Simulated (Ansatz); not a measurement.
Results of B3LYP (VWN-RPA form) (Ansatz, a quantum-chemistry and plane-wave program, plane waves, PAW) for fcc Pd.

The input as run:

Ansatz 0.2 input:
```yaml
crystal:
  lattice:
    - [0.0, 2.0100001359, 2.0100001359]
    - [2.0100001359, 0.0, 2.0100001359]
    - [2.0100001359, 2.0100001359, 0.0]
  atoms:
    - { symbol: Pd, position: [0.0, 0.0, 0.0] }
basis:
  ecutwfc: 460
  ecutrho_ratio: 4
  xc_grid: 2
kpoints:
  mp_grid: { grid: [14, 14, 14] }
hamiltonian:
  xc: b3lyp
  dispersion: none
  pseudopotentials: { kind: paw }
scf:
  occupations: { method: fermi_dirac, width: 0.05 }
  convergence: { dr2_threshold: 0.0000000001 }
output:
  forces: false
  stress: true
  eigenvalues: true
```

Problem. How many irreducible k-points, plane waves at Γ does the program set up, and what pressure does the run end with?

Solution. 104 irreducible k-points, 339 plane waves at Γ; P = -3.21 GPa, so the cell is stretched on average and its volume would shrink at this level.

The run printed, among other lines:

```
WARN output.stress: scf.exx.energy_threshold = 1e-6 eV is looser than the 1e-8 eV advised for a stress under a hybrid functional (1e-8 eV for each atom of the …
Crystal: 1 atoms, lattice volume = 16.241 Å³
Basis set: ecut = 460 eV, 339 PW (Γ), exchange–correlation on 40×40×40 points (8 copies of the dense FFT grid, shifted against one another)
Bands: 13, of which v1, the nominal top of the filled ones, is band 9 counted from 1 (8 counted from 0)
Symmetry: 48 space group operations
Space group: Fm-3m (ITA 225), of the structure as read, at distance tolerance 2.5e-5 Å
k-points: 104 of 2744
Functional: x = 0.1 slater + 0.9 b88, c = 0.19 vwn_rpa + 0.81 lyp, warm-up for x = 0.08 slater + 0.72 b88 + 0.2 exact, c = 0.19 vwn_rpa + 0.81 lyp
SCF iter   1: F=—  HF=-6983.355060 eV  |F-HF|=—  |Δ(HF+E_count)|=         —  Δρ=1.20e-2  dr2=2.40e-2
SCF iter   2: F=—  HF=-6983.350428 eV  |F-HF|=—  |Δ(HF+E_count)|=   4.63e-3  Δρ=4.95e-3  dr2=2.84e-3
  ...
SCF 1 converged in 7 iterations: F = -6983.350630 eV  dr2 = 6.28e-13
Crystal: 1 atoms, lattice volume = 16.241 Å³
Initial density: handed on by an earlier stage of this run
Functional: x = 0.08 slater + 0.72 b88 + 0.2 exact, c = 0.19 vwn_rpa + 0.81 lyp
Crystal: 1 atoms, lattice volume = 16.241 Å³
SCF iter   4: F=—  HF=-6985.142569 eV  |F-HF|=—  |Δ(HF+E_count)|=   9.88e-9  Δρ=1.09e-5  dr2=1.49e-8
SCF iter   5: F=-6985.142569 eV  HF=-6985.142569 eV  |F-HF|=3.82e-11  |Δ(HF+E_count)|=   5.49e-9  Δρ=9.29e-7  dr2=8.76e-11
SCF 3 converged in 5 iterations: F = -6985.142569 eV  dr2 = 8.76e-11
Free energy (F): -6985.142569 eV
Internal energy: -6985.139056 eV  (E = F + TS)
E sigma→0 (E₀):  -6985.140812 eV
Fermi energy:    17.012656 eV
--- Stress (GPa, compression-positive) ---
       -3.209923       0.000000      -0.000000
        0.000000      -3.209923       0.000000
        0.000000       0.000000      -3.209923
  P = ⅓ Tr σ = -3.2099 GPa (-32.099 kbar)
```

The cell is one volume of an energy–volume scan, off the minimum.

The PAW data were made under PBE.

Note: the cell is over a tenth larger than the published one (another phase or state, or a fault of the published cell, is possible).
